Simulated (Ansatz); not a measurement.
Mg(SiH3)2 (MgSi₂H₆). Total charge 0; singlet. Geometry r2SCAN-D4/def2-TZVP.

```xyz
9

Mg   -0.0246    0.0004    0.0156
Si   -0.8965    1.9495   -1.4441
H    -1.3473    1.5090   -2.8000
H     0.1382    3.0002   -1.6917
H    -2.0634    2.6708   -0.8502
Si    0.8895   -1.9493    1.4485
H    -0.1480   -2.9648    1.8059
H     1.4740   -1.5009    2.7496
H     1.9779   -2.7147    0.7664
```

B3LYP takes the VWN-RPA correlation.

(1) Estimate the orbital energies around the gap (eV) in Ansatz with HF/STO-3G, PBE-D4/def2-SVP, revPBE-D4/def2-TZVP, B3LYP-D4/6-31G, PBE0-D4/def2-SVP.

Results:

(1) 
| orbital | HF/STO-3G | PBE-D4/def2-SVP | revPBE-D4/def2-TZVP | B3LYP-D4/6-31G | PBE0-D4/def2-SVP |
| --- | --- | --- | --- | --- | --- |
| HOMO−9 | -58.32 | -47.84 | -47.55 | -51.27 | -51.96 |
| HOMO−8 | -58.32 | -47.62 | -47.31 | -51.12 | -51.78 |
| HOMO−7 | -16.91 | -12.67 | -12.66 | -14.35 | -14.48 |
| HOMO−6 | -16.84 | -12.61 | -12.61 | -14.30 | -14.42 |
| HOMO−5 | -10.05 | -8.02 | -8.05 | -9.17 | -9.34 |
| HOMO−4 | -10.05 | -8.02 | -8.05 | -9.17 | -9.34 |
| HOMO−3 | -10.04 | -8.00 | -8.03 | -9.15 | -9.33 |
| HOMO−2 | -10.03 | -8.00 | -8.03 | -9.14 | -9.32 |
| HOMO−1 | -7.52 | -6.93 | -6.89 | -7.84 | -8.01 |
| HOMO | -5.55 | -5.64 | -5.60 | -6.45 | -6.61 |
| LUMO | 8.15 | -1.94 | -1.93 | -1.37 | -1.33 |
| LUMO+1 | 11.37 | -1.94 | -1.92 | -1.36 | -1.33 |
| LUMO+2 | 11.37 | -1.34 | -1.44 | -0.98 | -0.71 |
| LUMO+3 | 15.71 | 0.28 | 0.01 | 1.29 | 1.09 |
| LUMO+4 | 15.72 | 0.28 | 0.01 | 1.50 | 1.09 |
| LUMO+5 | 16.35 | 0.75 | 0.64 | 1.50 | 1.41 |
